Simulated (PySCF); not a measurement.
**How the method moves the HOMO and LUMO of `CC[PH](=O)CC`**

Species: C4H11OP.
Geometry (PBE0-D3(BJ)/def2-SVP, Å), atoms numbered from 1 in this order:
```xyz
17
C4H11OP angstrom
C     -2.111    0.377    0.266
C     -1.291   -0.862    0.593
P      0.453   -0.818    0.065
O      1.209   -2.089    0.297
C      1.207    0.640    0.858
C      2.703    0.704    0.578
H     -1.750    1.264    0.808
H     -3.166    0.232    0.541
H     -2.082    0.608   -0.811
H     -1.272   -1.072    1.676
H     -1.708   -1.764    0.116
H      0.343   -0.406   -1.304
H      0.683    1.552    0.525
H      1.018    0.530    1.940
H      2.905    0.867   -0.492
H      3.178    1.522    1.138
H      3.181   -0.244    0.865
```

Basis pcSseg-1 throughout (PySCF), one geometry. Geometry: PBE0-D3(BJ)/def2-SVP, one conformer, isolated molecule.

How do the orbital energies, the gap and the dipole change with the method?

```
method          kind  HOMO (eV)  LUMO (eV)  gap (eV)  μ (D)  SCF cycles
  BLYP           GGA      -5.86       0.22      6.08   3.98          15
  OPBE           GGA      -5.97       0.45      6.42   3.98          15
   PBE           GGA      -6.00       0.18      6.18   3.98          15
  BP86           GGA      -6.12       0.20      6.31   4.02          15
   LDA           LDA      -6.18      -0.05      6.14   4.09          15
    HF  Hartree–Fock     -11.04       3.84     14.88   4.76          10
```

The HOMO spans 5.18 eV, from BLYP down to HF, and the gap runs from 6.08 eV (BLYP) to 14.88 eV (HF). The dipole ranges from 3.98 D (OPBE) to 4.76 D (HF). This basis has no diffuse functions.
